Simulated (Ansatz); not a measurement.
# AlSiH3 (triplet): from Hartree-Fock to the top rungs at distance Al1–H4 along a hydrogen transfer = 1.948 Å, cc-pVDZ

The task here is to estimate one member of a computed series from the others.

Program: Ansatz 0.2.0, Gaussian basis. Level of theory: cc-pVDZ, core rule «outside noble gas», up to 10 orbitals frozen. These are calculated values, not measurements.

The runs, in order: UHF; CCSD(T) on ROHF; CCSD(T) on UHF; BCCD(T) on ROHF; CISD; CCSDT(Q) on ROHF; CCSDT(Q) on UHF; CASSCF and MRCISD+Q, 4 electrons in 4 orbitals; CASSCF and NEVPT2, 4 electrons in 4 orbitals.

16 further runs of the same task are left out: 7 for a known fault of the program, 2 for a mislabelled method, 6 that didn't finish, 1 set aside as unsound or not needed.

## The system

The geometry derives from fragments relaxed apart (PBE0/def2-TZVP) and kept rigid, so it is no stationary point. A hydrogen atom is moved between rigid fragments.

5 atoms, charge 0, spin multiplicity 3.

Atoms are counted from 1 here; the program's logs count them from 0.

Bond lengths: Al1–H2 1.586 Å, Al1–H3 1.586 Å, Al1–H4 1.948 Å. Angles: H2–Al1–H3 120.0°, H2–Al1–H4 120.0°, H3–Al1–H4 120.0°.

The first run:

Contents of in.yaml:

```yaml
crystal:
  periodic: [false, false, false]
  atoms:
    - {symbol: Al, position_ang: [-1.877333, 0.000000, 0.000000]}
    - {symbol: H, position_ang: [-2.670257, 1.373384, 0.000000]}
    - {symbol: H, position_ang: [-2.670257, -1.373384, 0.000000]}
    - {symbol: H, position_ang: [0.070667, 0.000000, 0.000000]}
    - {symbol: Si, position_ang: [1.992667, 0.000000, 0.000000]}
basis:
  gaussian: {orbitals: cc-pVDZ}
magnetization: {spin_polarized: true, initial_magnetization: 2}
hamiltonian: {xc: hf}
output: {orbitals: {seedname: orbitals}}
```

On the command line:

```bash
$ ansatz run in.yaml --threads 1 --pin off --events-out ev --progress --plain --max-ram 2393MiB
```

Among the steps run: UHF; CCSD(T) on ROHF; CCSD(T) on UHF; BCCD(T) on ROHF; CISD; CCSDT(Q) on ROHF; CCSDT(Q) on UHF; CASSCF and MRCISD+Q, 4 electrons in 4 orbitals; CASSCF and NEVPT2, 4 electrons in 4 orbitals.

One table of the session follows, with a row left open; its other results are not shown here.

It belongs to the step «Misses and costs». 

| method | from UCCSDT(Q) (kcal/mol) |
| --- | --- |
| ROHF | +113.94 |
| UHF | +111.02 |
| RMP2 | +29.45 |
| UMP2 | +29.57 |
| CISD | +11.78 |
| RCCSD | +3.22 |
| UCCSD | +3.15 |
| RCCSD(T) | +0.87 |
| UCCSD(T) | +0.86 |
| BCCD(T) | +0.86 |
| RCCSDT | +0.12 |
| UCCSDT | +0.11 |
| RCCSDT(Q) | +0.01 |
| UCCSDT(Q) | 0 |
| CASSCF pair | ? |
| MRCISD pair | +10.15 |
| MRCISD+Q pair | -0.25 |

Estimate the missing values for CASSCF pair.

As computed: from UCCSDT(Q) (kcal/mol): +103.74. In the column «from UCCSDT(Q) (kcal/mol)» it lies between UMP2 (+29.57) and UHF (+111.02).

Not comparable, so not listed: CASSCF and NEVPT2, 4 electrons in 4 orbitals (they don't share determinant, frozen orbitals or solution with the rows shown, or repeat one).

Limits of these values: Restricted and unrestricted rows rest on different reference determinants; where their highest levels disagree by more than a few hundredths of an eV, they describe different states and don't form one ladder. Warnings in the runs' records: passed over end.
